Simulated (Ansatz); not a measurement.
# C2H4F2 (1,1-difluoroethane) at 6 levels

Aim: a comparison of 6 runs (HF/STO-3G, BLYP/6-311+G**, CAM-B3LYP/6-311+G**, PBE0/6-311+G**, RPA@PBE/6-311+G**, CCSD(T)/6-311+G**) of C2H4F2 (1,1-difluoroethane). 

The calculation is run with Ansatz 0.2.0.

55 further runs of the same task are left out: 55 set aside as unsound or not needed.

**1. Starting point**

C2H4F2: 8 atoms, total charge 0, spin state singlet. SMILES: `CC(F)F`. The C2–H8 distance was set to 1.643 Å, away from the relaxed value. At this shape a bond of the SMILES string is far longer than usual.

Bond lengths: C1–C2 1.497 Å, C2–F3 1.361 Å, C2–F4 1.361 Å, C1–H5 1.091 Å, C1–H6 1.091 Å, C1–H7 1.090 Å. Angles: C1–C2–F3 110.3°, C1–C2–F4 110.3°, F3–C2–F4 107.0°, C2–C1–H5 109.4°, C2–C1–H6 109.9°, C2–C1–H7 109.9°, H5–C1–H6 109.3°, H5–C1–H7 109.3°, H6–C1–H7 109.1°. A long bond or contact: C2–H8 1.643 Å.

**2. A single-point energy at HF/STO-3G (run 1)**

Contents of in.yaml:

```yaml
basis:
  gaussian: {orbitals: STO-3G}
crystal:
  periodic: [false, false, false]
  atoms:
    - {symbol: C, position_ang: [0.480309, 0.986682, -0.145536]}
    - {symbol: C, position_ang: [0.425009, -0.509118, -0.177036]}
    - {symbol: F, position_ang: [1.402509, -1.034318, 0.610264]}
    - {symbol: F, position_ang: [0.645209, -0.963018, -1.440736]}
    - {symbol: H, position_ang: [1.458409, 1.320982, -0.494236]}
    - {symbol: H, position_ang: [0.319809, 1.341882, 0.872964]}
    - {symbol: H, position_ang: [-0.293991, 1.399682, -0.792836]}
    - {symbol: H, position_ang: [-1.006100, -1.136400, 0.329500]}
hamiltonian: {xc: hf}
accuracy: high
output: {orbitals: {seedname: orbitals}}
```

Command:

```bash
$ ansatz run in.yaml --threads 1 --pin off --max-ram 3480MiB --events-out events.jsonl --progress --plain --runs-dir runs
```

Output:

```text
Warning: RAYON_NUM_THREADS=1 ignored (pool sized by the plan → 1); use --threads N
Functional definition: HF
  name "HF"
  exchange = exact_x
  correlation = 0
472 factors; integrals over basis functions are off by at most 5.4e-8 eV
mean field evaluation 1: about -7427.4174 eV, gradient 3.3e1 eV
mean field evaluation 2: about -7427.6061 eV, gradient 3.3e1 eV
mean field evaluation 4: about -7431.5679 eV, gradient 2.1e0 eV
mean field evaluation 8: about -7431.5918 eV, gradient 2.4e-5 eV
mean field -7431.59180669 eV, -273.1059615820 hartree, gradient 5.9e-9 eV, S^2 0.000000; 0 other end points of the search recorded, 0 dependent functions left out
reference -7431.59180669 eV, -273.1059615820 hartree; 17, 17 occupied and 7, 7 virtual orbitals, 472 factors
Total energy: -7431.59180669 eV, -273.1059615820 hartree
```

Run time: 0.18 s. Hardware: 1 thread of Arm Neoverse V1, shared host.

**3. A single-point energy at BLYP/6-311+G(d,p) (run 2)**

Contents of run.yaml:

```yaml
crystal:
  periodic: [false, false, false]
  atoms:
    - symbol: C
      position_ang: [0.480309, 0.986682, -0.145536]
    - symbol: C
      position_ang: [0.425009, -0.509118, -0.177036]
    - symbol: F
      position_ang: [1.402509, -1.034318, 0.610264]
    - symbol: F
      position_ang: [0.645209, -0.963018, -1.440736]
    - symbol: H
      position_ang: [1.458409, 1.320982, -0.494236]
    - symbol: H
      position_ang: [0.319809, 1.341882, 0.872964]
    - symbol: H
      position_ang: [-0.293991, 1.399682, -0.792836]
    - symbol: H
      position_ang: [-1.006100, -1.136400, 0.329500]
basis:
  gaussian: {orbitals: 6-311+G_st__st_.json}
hamiltonian: {xc: {name: BLYP}}
accuracy: high
output: {orbitals: {seedname: orbitals}}
```

The basis set 6-311+G** is read from a file made from the Basis Set Exchange's data (not shown).

Command:

```bash
$ ansatz run run.yaml --threads 1 --pin off --max-ram 3480MiB --events-out events.jsonl --progress --plain --runs-dir runs
```

Output:

```text
Warning: RAYON_NUM_THREADS=1 ignored (pool sized by the plan → 1); use --threads N
Functional definition: BLYP
  name "BLYP"
  parameter beta = 0.0042
  parameter a = 0.04918
  parameter b = 0.132
  parameter c = 0.2533
  parameter d = 0.349
  exchange = b88_x(beta = beta)
  correlation = lyp_c(a = a, b = b, c = c, d = d)
2228 factors; integrals over basis functions are off by at most 3.8e-9 eV
mean field evaluation 1: about -7563.2622 eV, gradient 6.6e1 eV
mean field evaluation 2: about -7548.3007 eV, gradient 9.7e1 eV
mean field evaluation 4: about -7572.0893 eV, gradient 9.8e0 eV
mean field evaluation 8: about -7572.3051 eV, gradient 2.2e-1 eV
mean field evaluation 16: about -7572.3052 eV, gradient 2.4e-6 eV
mean field -7572.30515497 eV, -278.2770817524 hartree, gradient 4.4e-8 eV, S^2 0.000000; 0 other end points of the search recorded, 0 dependent functions left out
reference -7572.30521309 eV, -278.2770838881 hartree; 17, 17 occupied and 95, 95 virtual orbitals, 2228 factors
Total energy: -7572.30521309 eV, -278.2770838881 hartree
```

Wall time 8.4 s (1 thread of Arm Neoverse V1, shared host); peak memory 0.3 GiB.

Runs 3 to 5 aren't shown in full; the table further down has their settings and results.

**4. A single-point energy at CCSD(T)/6-311+G(d,p) (run 6)**

Contents of molecule.yaml:

```yaml
crystal:
  periodic: [false, false, false]
  atoms:
    - symbol: C
      position_ang: [0.480309, 0.986682, -0.145536]
    - symbol: C
      position_ang: [0.425009, -0.509118, -0.177036]
    - symbol: F
      position_ang: [1.402509, -1.034318, 0.610264]
    - symbol: F
      position_ang: [0.645209, -0.963018, -1.440736]
    - symbol: H
      position_ang: [1.458409, 1.320982, -0.494236]
    - symbol: H
      position_ang: [0.319809, 1.341882, 0.872964]
    - symbol: H
      position_ang: [-0.293991, 1.399682, -0.792836]
    - symbol: H
      position_ang: [-1.006100, -1.136400, 0.329500]
basis:
  gaussian:
    orbitals: 6-311+G_st__st_.json
correlation:
  method: ccsd_t
  frozen_orbitals: {C: 1, F: 1, H: 0}
accuracy: high
scf:
  omitted_lower_state_checks: [cluster_reference, increment]
```

The basis set 6-311+G** is read from a file made from the Basis Set Exchange's data (not shown).

Command:

```bash
$ ansatz run molecule.yaml --threads 1 --pin off --max-ram 3480MiB --events-out events.jsonl --progress --plain --runs-dir runs
```

Output, shortened:

```text
Warning: RAYON_NUM_THREADS=1 ignored (pool sized by the plan → 1); use --threads N
[... 2 set-up lines as earlier in the session ...]
[...]
2228 factors; integrals over basis functions are off by at most 3.8e-9 eV
[...]
mean field -7535.93343140 eV, -276.9404455647 hartree, gradient 2.9e-8 eV, S^2 0.000000; 0 other end points of the search recorded, 0 dependent functions left out; unrestricted orbitals would lower it
4 core orbitals not correlated: weight in the atoms' cores, before any rotation towards them, 1.000 or more for the frozen orbitals, at most 0.000 for the correlated occupied ones
reference -7535.93343140 eV, -276.9404455647 hartree; 13, 13 occupied and 95, 95 virtual orbitals, 2228 factors
second order -19.67509124 eV of doubles, -0.00000000 eV of singles
cycle   1  -19.75585651 eV  change   -8.1e-2 eV  update   1.0e-1
[...]
cycle  20  -20.42393434 eV  change   3.0e-10 eV  update   2.7e-9
perturbative correction -0.63384624 eV, -0.0232934197 hartree
Total energy: -7556.99121198 eV, -277.7143047277 hartree
Checks for a lower state left out: cluster_reference, increment
```

It took 66 s on 1 thread of Arm Neoverse V1, shared host; peak memory 1 GiB.

**5. All runs side by side**

```tsv
run	level	frozen core orbitals	energy (Eh)	HOMO energy (eV)	LUMO energy (eV)	HOMO–LUMO gap (eV)	wall time
1	HF/STO-3G	–	-273.105962	-9.02	8.24	17.26	0.18 s
2	BLYP/6-311+G**	–	-278.277084	-7.33	-1.75	5.58	8.4 s
3	CAM-B3LYP/6-311+G**	–	-278.235556	-10.23	0.10	10.33	10 s
4	PBE0/6-311+G**	–	-278.036897	-8.77	-0.81	7.96	9.6 s
5	RPA@PBE/6-311+G**	4	-278.011695	–	–	–	17 s
6	CCSD(T)/6-311+G**	4	-277.714305	–	–	–	66 s
```

**6. Summary of results**

| quantity | value |
| --- | --- |
| run 6: total energy | -277.71430 Eh |
| run 6: correlation energy (4 core orbitals frozen) | -773.9 mEh |
| run 6: (T) correction | -23.29 mEh |
| run 6: T1 diagnostic | 0.013 |

In words: Over runs 1, 2, 3, 4 the HOMO–LUMO gap runs from 5.58 eV (BLYP/6-311+G**) to 17.26 eV (HF/STO-3G). The two ends differ in method and basis. Totals of different functionals can't be ranked against each other. In run 6 the log says that unrestricted orbitals would lower the reference, so the values rest on an unstable closed-shell determinant (other closed-shell runs at this shape may share the fault). In run 1 the basis is minimal, so the values are rough. All runs together took 1.9 min, the longest 66 s.
